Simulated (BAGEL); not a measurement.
**C2H4N2 (SMILES NC#CN): HF/3-21G (density fitting with qzvpp-jkfit)**

Aim: the vertical ionisation energy of C2H4N2 at HF/3-21G (density fitting with qzvpp-jkfit), from 2 runs. 

Program for the calculation: BAGEL 1.2.2.

4 further runs of the same task are left out: 3 that didn't finish, 1 set aside as unsound or not needed.

## (1) The system as given

C2H4N2 has 8 atoms, charge 0, and is taken as a singlet. As SMILES, `NC#CN`. The coordinates come from a PBE0-D4/def2-TZVP relaxation.

Bond lengths: N1–C2 1.342 Å, C2–C3 1.207 Å, C3–N4 1.342 Å, N1–H5 1.008 Å, N1–H6 1.008 Å, N4–H7 1.008 Å, N4–H8 1.008 Å. Angles: N1–C2–C3 177.3°, C2–C3–N4 177.3°, C2–N1–H5 116.6°, C2–N1–H6 116.7°, C3–N4–H7 116.5°, C3–N4–H8 116.7°, H5–N1–H6 112.9°, H7–N4–H8 112.9°.

## (2) A single-point energy at HF/3-21G (density fitting with qzvpp-jkfit)

calc.json reads:

```json
{ "bagel": [

{
  "title": "molecule",
  "basis": "3-21g",
  "df_basis": "qzvpp-jkfit",
  "angstrom": true,
  "geometry": [
    { "atom": "N", "xyz": [   -0.388300,    1.867100,   -0.356900 ] },
    { "atom": "C", "xyz": [   -0.098000,    0.573200,   -0.148200 ] },
    { "atom": "C", "xyz": [    0.218200,   -0.576700,    0.034800 ] },
    { "atom": "N", "xyz": [    0.577600,   -1.862400,    0.175700 ] },
    { "atom": "H", "xyz": [   -0.775500,    2.102600,   -1.257400 ] },
    { "atom": "H", "xyz": [   -0.831400,    2.360000,    0.402300 ] },
    { "atom": "H", "xyz": [    1.503900,   -2.034500,    0.534200 ] },
    { "atom": "H", "xyz": [   -0.114400,   -2.486400,    0.559700 ] }
  ]
},
{
  "title": "hf"
},
{
  "title": "print",
  "file": "orbitals.molden",
  "orbitals": true
}

]}
```

Started as:

```console
$ BAGEL_NUM_THREADS=1 BAGEL calc.json > calc.out
```

Standard output:

```text
* using 1 threads per process

  ===============================================================
  ===============================================================

  *** Geometry ***

  { "atom" : "N", "xyz" : [     -0.733781,      3.528308,     -0.674443 ] },
  { "atom" : "C", "xyz" : [     -0.185193,      1.083191,     -0.280057 ] },
  { "atom" : "C", "xyz" : [      0.412338,     -1.089805,      0.065762 ] },
  { "atom" : "N", "xyz" : [      1.091506,     -3.519426,      0.332025 ] },
  { "atom" : "H", "xyz" : [     -1.465483,      3.973338,     -2.376142 ] },
  { "atom" : "H", "xyz" : [     -1.571118,      4.459754,      0.760237 ] },
  { "atom" : "H", "xyz" : [      2.841959,     -3.844648,      1.009492 ] },
  { "atom" : "H", "xyz" : [     -0.216185,     -4.698615,      1.057680 ] },

  Number of auxiliary basis functions:      376

  Since a DF basis is specified, we compute 2- and 3-index integrals:
    o Being stored without compression. Storage requirement is 0.006 GB

  Number of basis functions:       44
  Number of electrons      :       30

    * METHOD: MOLECULE                             0.09

  *** RHF ***

  === Nuclear Repulsion ===
   102.4770371588

      * DIIS with orbital gradients will be used.

  === RHF iteration (3-21g) ===
      0       -185.75512142          0.02341078           0.01
      1       -185.83552539          0.00784357           0.01
      2       -185.84450828          0.00220711           0.01
      3       -185.84548942          0.00054011           0.01
      4       -185.84560518          0.00027144           0.01
      5       -185.84566523          0.00007659           0.01
      6       -185.84567029          0.00002345           0.01
      7       -185.84567073          0.00000566           0.01
      8       -185.84567075          0.00000179           0.01
      9       -185.84567075          0.00000066           0.01
     10       -185.84567075          0.00000014           0.01
     11       -185.84567075          0.00000005           0.01
     12       -185.84567075          0.00000002           0.01
     13       -185.84567075          0.00000001           0.01
    * SCF iteration converged.

    * Permanent dipole moment:
           (    0.495791,     0.056257,    -0.500058) a.u.

    * METHOD: HF                                   0.26

    * METHOD: PRINT                                0.01

  ===============================================================
```

Wall time 0.48 s (1 thread of Arm Neoverse V1, shared host); peak memory 0.082 GiB.

## (3) The doublet cation, same level

input.json reads:

```json
{ "bagel": [

{
  "title": "molecule",
  "basis": "3-21g",
  "df_basis": "qzvpp-jkfit",
  "angstrom": true,
  "geometry": [
    { "atom": "N", "xyz": [      -0.388300,       1.867100,      -0.356900 ] },
    { "atom": "C", "xyz": [      -0.098000,       0.573200,      -0.148200 ] },
    { "atom": "C", "xyz": [       0.218200,      -0.576700,       0.034800 ] },
    { "atom": "N", "xyz": [       0.577600,      -1.862400,       0.175700 ] },
    { "atom": "H", "xyz": [      -0.775500,       2.102600,      -1.257400 ] },
    { "atom": "H", "xyz": [      -0.831400,       2.360000,       0.402300 ] },
    { "atom": "H", "xyz": [       1.503900,      -2.034500,       0.534200 ] },
    { "atom": "H", "xyz": [      -0.114400,      -2.486400,       0.559700 ] }
  ]
},

{
  "title": "uhf",
  "charge": 1,
  "nopen": 1
},

{
  "title": "print",
  "file": "orbitals.molden",
  "orbitals": true
}

]}
```

Started as:

```console
$ BAGEL_NUM_THREADS=1 BAGEL input.json > input.out
```

Standard output:

```text
* using 1 threads per process

  ===============================================================
  ===============================================================

  *** Geometry ***

  { "atom" : "N", "xyz" : [     -0.733781,      3.528308,     -0.674443 ] },
  { "atom" : "C", "xyz" : [     -0.185193,      1.083191,     -0.280057 ] },
  { "atom" : "C", "xyz" : [      0.412338,     -1.089805,      0.065762 ] },
  { "atom" : "N", "xyz" : [      1.091506,     -3.519426,      0.332025 ] },
  { "atom" : "H", "xyz" : [     -1.465483,      3.973338,     -2.376142 ] },
  { "atom" : "H", "xyz" : [     -1.571118,      4.459754,      0.760237 ] },
  { "atom" : "H", "xyz" : [      2.841959,     -3.844648,      1.009492 ] },
  { "atom" : "H", "xyz" : [     -0.216185,     -4.698615,      1.057680 ] },

  Number of auxiliary basis functions:      376

  Since a DF basis is specified, we compute 2- and 3-index integrals:
    o Being stored without compression. Storage requirement is 0.006 GB

  Number of basis functions:       44
  Number of electrons      :       30

    * METHOD: MOLECULE                             0.09

  *** Open-shell HF ***

  === Nuclear Repulsion ===
   102.4770371588

      * DIIS with orbital gradients will be used.

  === UHF iteration (3-21g) ===
      0       -185.49341860          0.03877248           0.03
      1       -185.55472709          0.01518093           0.03
      2       -185.56198033          0.00915790           0.03
      3       -185.56475235          0.00120624           0.03
      4       -185.56513602          0.00044884           0.03
      5       -185.56528090          0.00019249           0.03
      6       -185.56531158          0.00012983           0.03
      7       -185.56532898          0.00014202           0.03
      8       -185.56533272          0.00014248           0.03
      9       -185.56533171          0.00014121           0.03
     10       -185.56529360          0.00009189           0.03
     11       -185.56527461          0.00003970           0.03
     12       -185.56527355          0.00002707           0.03
     13       -185.56527447          0.00002324           0.03
     14       -185.56527473          0.00001414           0.03
     15       -185.56527492          0.00000724           0.03
     16       -185.56527495          0.00000479           0.03
     17       -185.56527497          0.00000206           0.03
     18       -185.56527497          0.00000075           0.03
     19       -185.56527497          0.00000049           0.03
     20       -185.56527497          0.00000031           0.03
     21       -185.56527497          0.00000023           0.03
     22       -185.56527497          0.00000020           0.03
     23       -185.56527497          0.00000020           0.03
     24       -185.56527497          0.00000018           0.03
     25       -185.56527497          0.00000017           0.03
     26       -185.56527497          0.00000016           0.03
     27       -185.56527497          0.00000016           0.03
     28       -185.56527497          0.00000015           0.03
     29       -185.56527497          0.00000015           0.03
     30       -185.56527497          0.00000015           0.03
     31       -185.56527497          0.00000015           0.03
     32       -185.56527497          0.00000015           0.03
     33       -185.56527497          0.00000015           0.03
     34       -185.56527497          0.00000014           0.03
     35       -185.56527497          0.00000014           0.03
     36       -185.56527497          0.00000014           0.03
     37       -185.56527497          0.00000014           0.03
     38       -185.56527497          0.00000013           0.03
     39       -185.56527497          0.00000007           0.03
     40       -185.56527497          0.00000006           0.03
     41       -185.56527497          0.00000004           0.03
     42       -185.56527497          0.00000003           0.03
     43       -185.56527497          0.00000002           0.03
     44       -185.56527497          0.00000002           0.03
     45       -185.56527497          0.00000001           0.03
    * SCF iteration converged.

    * S^2 (UHF) is 0.7676

    * Permanent dipole moment:
           (    0.480611,     0.054827,    -0.484384) a.u.

    * METHOD: UHF                                  1.30

    * METHOD: PRINT                                0.01

  ===============================================================
```

It took 1.5 s on 1 thread of Arm Neoverse V1, shared host; peak memory 0.082 GiB.

## (4) What came out

Level: HF/3-21G (density fitting with qzvpp-jkfit).

```
                                          quantity          value
                      singlet C2H4N2: total energy  -185.84567 Eh
                     singlet C2H4N2: dipole moment         1.80 D
                       singlet C2H4N2: HOMO energy       -8.60 eV
                       singlet C2H4N2: LUMO energy        7.04 eV
                     singlet C2H4N2: HOMO–LUMO gap       15.64 eV
                      doublet cation: total energy  -185.56527 Eh
                              doublet cation: ⟨S²⟩          0.768
vertical ionisation energy (to the doublet cation)       7.630 eV
```

In words: Removing an electron at fixed nuclei costs 7.63 eV (176 kcal/mol). −ε(HOMO) before ionisation, 8.60 eV, is 0.97 eV above this ionisation energy.
